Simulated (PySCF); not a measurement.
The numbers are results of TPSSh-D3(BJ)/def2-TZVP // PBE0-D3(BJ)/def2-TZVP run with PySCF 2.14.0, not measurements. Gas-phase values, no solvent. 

Reference species (SMILES): `[CH3]` (neutral, multiplicity 2).

The highest occupied spin orbital is -6.06 eV.

Changed species: `C[O]` (radical fragment; the reference has radical fragment).

### Question
Predict the effect on the highest occupied spin orbital.

### Answer
the highest occupied spin orbital drops by 0.79 eV, to -6.85 eV.
